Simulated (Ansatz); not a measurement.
Steps of a relaxation of `F[C@H]1C[C@H](F)C1` with RKS PBE0-D4/def2-TZVP.

```sh
$ ansatz run in.yaml --threads 4 --pin off --events-out ev --progress --plain --max-ram 10444MiB
```

```yaml
crystal:
  periodic: [false, false, false]
  atoms:
    - {symbol: F, position_ang: [1.831009, -0.849895, -0.498997]}
    - {symbol: C, position_ang: [0.612823, -0.891799, 0.172463]}
    - {symbol: C, position_ang: [0.362266, 0.424308, 0.940879]}
    - {symbol: C, position_ang: [-0.399377, 0.933298, -0.301883]}
    - {symbol: F, position_ang: [-1.564561, 1.634407, -0.071356]}
    - {symbol: C, position_ang: [-0.551050, -0.528294, -0.775374]}
    - {symbol: H, position_ang: [0.563338, -1.850563, 0.730822]}
    - {symbol: H, position_ang: [1.254440, 0.976317, 1.295081]}
    - {symbol: H, position_ang: [-0.346337, 0.273039, 1.779653]}
    - {symbol: H, position_ang: [0.244520, 1.535179, -0.978435]}
    - {symbol: H, position_ang: [-0.418029, -0.768677, -1.848002]}
    - {symbol: H, position_ang: [-1.512241, -0.942721, -0.410850]}
basis:
  gaussian: {orbitals: def2-TZVP}
hamiltonian: {xc: pbe0, dispersion: d4}
relax: {f_tol: 0.005, max_steps: 150}
```

Positions (Å) and forces (eV/Å) along the path, 8 of 8 steps:

```xyz
12
step=1 energy=-9672.6661 eV
F     1.831   -0.850   -0.499   -0.319   -0.025    0.183
C     0.613   -0.892    0.172   -0.213   -0.168    0.209
C     0.362    0.424    0.941   -0.003    0.085    0.169
C    -0.399    0.933   -0.302    0.408    0.005   -0.220
F    -1.565    1.634   -0.071    0.300   -0.192   -0.052
C    -0.551   -0.528   -0.775   -0.144   -0.065   -0.098
H     0.563   -1.851    0.731    0.088    0.549   -0.351
H     1.254    0.976    1.295   -0.479   -0.262   -0.207
H    -0.346    0.273    1.780    0.362    0.019   -0.401
H     0.245    1.535   -0.978   -0.420   -0.265    0.370
H    -0.418   -0.769   -1.848   -0.075    0.162    0.554
H    -1.512   -0.943   -0.411    0.494    0.156   -0.155
12
step=2 energy=-9672.7078 eV
F     1.819   -0.855   -0.490   -0.066   -0.021    0.047
C     0.604   -0.890    0.176   -0.039   -0.004    0.024
C     0.362    0.424    0.936   -0.031   -0.007    0.006
C    -0.393    0.929   -0.303    0.120   -0.062   -0.029
F    -1.556    1.623   -0.070    0.063   -0.034   -0.014
C    -0.548   -0.525   -0.774   -0.021    0.003    0.026
H     0.556   -1.836    0.727    0.020    0.161   -0.100
H     1.243    0.973    1.282   -0.128   -0.092   -0.060
H    -0.334    0.269    1.769    0.090    0.033   -0.126
H     0.235    1.532   -0.971   -0.129   -0.083    0.114
H    -0.416   -0.757   -1.835   -0.009    0.033    0.164
H    -1.495   -0.943   -0.413    0.130    0.074   -0.052
12
step=3 energy=-9672.7120 eV
F     1.818   -0.858   -0.488   -0.009    0.002    0.003
C     0.603   -0.888    0.176   -0.017    0.016    0.001
C     0.361    0.422    0.933   -0.001   -0.001   -0.013
C    -0.392    0.926   -0.302    0.032   -0.026   -0.003
F    -1.555    1.618   -0.067   -0.015    0.004    0.006
C    -0.546   -0.524   -0.771    0.008    0.009    0.005
H     0.554   -1.829    0.724    0.000   -0.012    0.007
H     1.240    0.967    1.276    0.012    0.010    0.006
H    -0.334    0.272    1.761   -0.004   -0.006    0.010
H     0.229    1.529   -0.967    0.000    0.017   -0.010
H    -0.412   -0.755   -1.827    0.000   -0.003   -0.016
H    -1.491   -0.935   -0.414   -0.007   -0.010    0.004
12
step=4 energy=-9672.7121 eV
F     1.817   -0.859   -0.487    0.003   -0.002   -0.001
C     0.602   -0.888    0.176    0.002   -0.001   -0.001
C     0.362    0.423    0.933   -0.005   -0.003   -0.003
C    -0.392    0.926   -0.302    0.018   -0.007   -0.006
F    -1.555    1.616   -0.066   -0.012    0.005    0.004
C    -0.545   -0.523   -0.772   -0.001    0.003    0.007
H     0.553   -1.829    0.725   -0.001   -0.002    0.002
H     1.241    0.968    1.275    0.001   -0.001    0.000
H    -0.332    0.272    1.761   -0.001    0.002    0.002
H     0.227    1.531   -0.967   -0.004    0.006   -0.001
H    -0.411   -0.755   -1.828    0.001   -0.001    0.000
H    -1.491   -0.936   -0.415   -0.003    0.000   -0.002
12
step=5 energy=-9672.7121 eV
F     1.818   -0.863   -0.485   -0.004    0.000    0.002
C     0.602   -0.889    0.177    0.005   -0.002   -0.002
C     0.363    0.423    0.932    0.008    0.001    0.005
C    -0.391    0.926   -0.302    0.000   -0.004    0.002
F    -1.557    1.612   -0.062    0.001    0.009   -0.006
C    -0.544   -0.523   -0.772    0.001   -0.006   -0.007
H     0.551   -1.830    0.726   -0.002    0.004   -0.001
H     1.242    0.967    1.273    0.002    0.000    0.002
H    -0.332    0.274    1.761    0.002    0.002    0.001
H     0.225    1.535   -0.968   -0.012   -0.004    0.009
H    -0.408   -0.754   -1.828    0.000   -0.002   -0.002
H    -1.491   -0.935   -0.417    0.000    0.000   -0.003
12
step=6 energy=-9672.7121 eV
F     1.818   -0.863   -0.485   -0.001   -0.001    0.001
C     0.601   -0.889    0.177    0.006   -0.001   -0.003
C     0.363    0.423    0.932   -0.003   -0.002    0.003
C    -0.392    0.926   -0.302    0.002    0.003   -0.003
F    -1.558    1.612   -0.062    0.002    0.001   -0.001
C    -0.544   -0.523   -0.773   -0.003   -0.002    0.002
H     0.550   -1.830    0.727   -0.002    0.002    0.000
H     1.243    0.967    1.273    0.000    0.000   -0.001
H    -0.331    0.275    1.761    0.002    0.001    0.001
H     0.224    1.535   -0.967   -0.003   -0.001    0.002
H    -0.407   -0.754   -1.829    0.001    0.001    0.001
H    -1.491   -0.935   -0.418    0.000   -0.001   -0.002
12
step=7 energy=-9672.7121 eV
F     1.818   -0.864   -0.484   -0.001    0.000    0.001
C     0.601   -0.889    0.177    0.004   -0.005    0.001
C     0.363    0.423    0.932    0.002    0.001    0.000
C    -0.392    0.926   -0.302    0.000    0.004   -0.002
F    -1.558    1.612   -0.062    0.000    0.002   -0.001
C    -0.544   -0.523   -0.773    0.000    0.000   -0.002
H     0.549   -1.829    0.727    0.000    0.001   -0.001
H     1.244    0.968    1.271   -0.001   -0.001    0.000
H    -0.330    0.275    1.762    0.000    0.000    0.001
H     0.223    1.535   -0.967   -0.003   -0.001    0.002
H    -0.406   -0.753   -1.829    0.000    0.000    0.002
H    -1.491   -0.936   -0.420    0.000   -0.001   -0.001
12
step=8 energy=-9672.7121 eV
F     1.818   -0.865   -0.483    0.001   -0.001    0.000
C     0.601   -0.889    0.177   -0.002    0.001    0.000
C     0.364    0.424    0.932    0.000   -0.001    0.000
C    -0.392    0.926   -0.302    0.000    0.000    0.000
F    -1.559    1.612   -0.061    0.000    0.000    0.000
C    -0.544   -0.523   -0.773    0.001    0.000    0.001
H     0.548   -1.829    0.728    0.000    0.000   -0.001
H     1.244    0.968    1.271    0.000    0.000    0.000
H    -0.329    0.276    1.763    0.000    0.000    0.000
H     0.222    1.536   -0.967    0.000    0.000    0.000
H    -0.405   -0.753   -1.829    0.000    0.000   -0.001
H    -1.491   -0.936   -0.420    0.000    0.000    0.000
```

Run time 25 s (4 threads of an Arm Neoverse V2 on a shared host); peak host memory 0.59 GiB.
